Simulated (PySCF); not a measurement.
**A search over the determinants of BP⁺**

Unrestricted PBE0; basis B def2-TZVPPD, P def2-TZVPPD; no relativity; PySCF 2.14. Outer shells of the fragments: B+ 2s2; P 3s2 3p3.

Followed along the bond (rough minima from three points):

```
2Ms+1   unpaired  ⟨S²⟩ at the start  R at minimum (Å)  Te (eV)
    4  σ ↑, π ↑↑               3.76              1.85     0.00
    2  σ ↓, π ↑↑               1.77              1.87     0.30
    2  σ ↑, π ↑↓               1.77              1.86     0.43
    2        σ ↑               0.78              1.86     1.41
    2        π ↑               1.06  none in the scan   ≤ 1.18
```

Solutions found at the starting distance of 1.980 Å, counted from the lowest of them; the search is not exhaustive and high or unbound solutions are not listed, so other states can lie among these:

```csv
2Ms+1,unpaired,term,E (eV),⟨S²⟩,⟨Lz²⟩,μ (D)
4,"σ ↑, π ↑↑",⁴Σ⁻,0.00,3.76,0.00,-1.87
2,"σ ↓, π ↑↑",mixed,0.27,1.77,0.00,-1.96
2,"σ ↑, π ↑↓",mixed,0.42,1.77,2.03,-1.85
2,σ ↑,mixed,1.40,0.78,2.00,-1.61
2,π ↑,mixed,1.60,1.06,1.01,-2.60
2,π ↑,²Π,2.62,0.76,1.01,1.33
4,π ↑↑↑,⁴Π,3.17,3.86,1.01,-2.44
4,"σ ↑, π ↑↑",mixed,3.72,3.76,2.01,0.11
```

A term symbol is given only where ⟨S²⟩ and ⟨Lz²⟩ are close to those of a pure state; real π, δ and φ orbitals otherwise mix terms. A positive dipole points towards P; it is taken about the centre of mass and depends on that origin.

Counting both spins, an empty level lies below a filled one in some of these solutions, because spin and occupation are held.
